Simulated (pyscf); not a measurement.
Thermochemistry of product channels of Li–F + H₃C–Al(CH₃)–Cl on the singlet surface, in eV, from CCSD(T)/def2-TZVPP + ΔMP2(QZVPP) energies (ideal gas, 1 atm, RRHO with modes under 100 cm⁻¹ raised to 100, one conformer, R ln 2 for rigid chiral ones). PySCF, gas phase, ωB97X-D3(BJ)/def2-SVP geometries. MP2 and CC: frozen core, UHF for open shells. ΔMP2 is the change of the MP2 total energy from the triple- to the quadruple-zeta basis.

```tsv
products	ΔE	ΔH(298 K)	ΔG(600 K)	ΔG(1200 K)
Li–Cl + H₃C–Al(CH₃)–F	-0.63	-0.63	-0.63	-0.64
Li–CH₃ + H₃C–Al(F)–Cl	+0.57	+0.52	+0.46	+0.42
```

These are energies of the channels, which say nothing of barriers. The CCSD(T) − MP2 part came from Ansatz, without density fitting, on the same reference. The frozen core leaves the outer d or s,p core shells of the metals and heavy elements correlated in the MP2 and CC values, and def2-TZVPP describes them poorly, which can shift differences by a few kcal/mol.
